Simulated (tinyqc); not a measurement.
RHF in the sto-3g basis, for H2O, spin multiplicity 1, step by step. One step of it, computed by the program tinyqc.

Question. Iteration 1: diagonalisation and new density. Diagonalise F' = X^T F X, C = X C', fill 5 alpha and 5 beta electrons from the bottom; D = 2 C_occ C_occ^T. Each column has its largest component positive (the first on a tie).

Fock matrix F (hartree):
```
             1O 1s      1O 2s    1O 2px     1O 2py     1O 2pz      2H 1s      3H 1s
1O 1s   -18.802692  -4.869499  0.000000   0.000015  -0.011573  -0.741315  -0.743778
1O 2s    -4.869499  -1.769689  0.000000   0.000248  -0.181645  -0.542599  -0.543949
1O 2px    0.000000   0.000000  0.325597   0.000000   0.000000   0.000000   0.000000
1O 2py    0.000015   0.000248  0.000000   0.227513   0.000130  -0.157029   0.157328
1O 2pz   -0.011573  -0.181645  0.000000   0.000130   0.252240  -0.186150  -0.186425
2H 1s    -0.741315  -0.542599  0.000000  -0.157029  -0.186150  -0.139290  -0.178354
3H 1s    -0.743778  -0.543949  0.000000   0.157328  -0.186425  -0.178354  -0.139707
```

X:
```
            1O 1s      1O 2s    1O 2px     1O 2py     1O 2pz      2H 1s      3H 1s
1O 1s    1.023483  -0.135373  0.000000   0.000017  -0.007224   0.018045   0.018084
1O 2s   -0.135373   1.140805  0.000000  -0.000206   0.068001  -0.205383  -0.206074
1O 2px   0.000000   0.000000  1.000000   0.000000   0.000000   0.000000   0.000000
1O 2py   0.000017  -0.000206  0.000000   1.061162  -0.000102  -0.159403   0.159753
1O 2pz  -0.007224   0.068001  0.000000  -0.000102   1.038897  -0.117973  -0.118287
2H 1s    0.018045  -0.205383  0.000000  -0.159403  -0.117973   1.116056  -0.065526
3H 1s    0.018084  -0.206074  0.000000   0.159753  -0.118287  -0.065526   1.116590
```

Give: F' = X^T F X; orbital energies; coefficients C; D after iteration 1.

Answer.

F' = X^T F X (hartree):
```
          1        2       3        4        5        6        7
1  -18.4291  -2.6291  0.0000   0.0000  -0.0218  -0.0825  -0.0831
2   -2.6291  -0.7597  0.0000  -0.0001  -0.0645  -0.2891  -0.2901
3    0.0000   0.0000  0.3256   0.0000   0.0000   0.0000   0.0000
4    0.0000  -0.0001  0.0000   0.3646  -0.0001  -0.2507   0.2512
5   -0.0218  -0.0645  0.0000  -0.0001   0.3399  -0.2022  -0.2027
6   -0.0825  -0.2891  0.0000  -0.2507  -0.2022   0.1192  -0.0649
7   -0.0831  -0.2901  0.0000   0.2512  -0.2027  -0.0649   0.1200
```

orbital energies (hartree): MO1 -18.8137, MO2 -0.6464, MO3 -0.0917, MO4 0.1165, MO5 0.3256, MO6 0.5494, MO7 0.6407

coefficients C:
```
            MO1      MO2      MO3      MO4     MO5      MO6      MO7
1O 1s    0.9934  -0.2237   0.0000  -0.1554  0.0000  -0.0742   0.0007
1O 2s    0.0281   0.7979   0.0000   0.7465  0.0000   0.4629  -0.0043
1O 2px   0.0000   0.0000   0.0000   0.0000  1.0000   0.0000   0.0000
1O 2py   0.0000  -0.0003   0.4734   0.0009  0.0000   0.0067   0.9761
1O 2pz   0.0029   0.1802   0.0001  -0.4944  0.0000   0.9137  -0.0062
2H 1s   -0.0051   0.2051   0.5624  -0.4754  0.0000  -0.5872  -0.6344
3H 1s   -0.0051   0.2055  -0.5609  -0.4757  0.0000  -0.5796   0.6437
```

D after iteration 1:
```
          1O 1s    1O 2s  1O 2px   1O 2py   1O 2pz    2H 1s    3H 1s
1O 1s    2.1221  -0.5331  0.0000  -0.0002   0.0789   0.0459   0.0457
1O 2s   -0.5331   2.3894  0.0000   0.0009  -0.4504  -0.3827  -0.3824
1O 2px   0.0000   0.0000  2.0000   0.0000   0.0000   0.0000   0.0000
1O 2py  -0.0002   0.0009  0.0000   0.4482  -0.0008   0.5315  -0.5320
1O 2pz   0.0789  -0.4504  0.0000  -0.0008   0.5539   0.5442   0.5443
2H 1s    0.0459  -0.3827  0.0000   0.5315   0.5442   1.1688  -0.0943
3H 1s    0.0457  -0.3824  0.0000  -0.5320   0.5443  -0.0943   1.1663
```
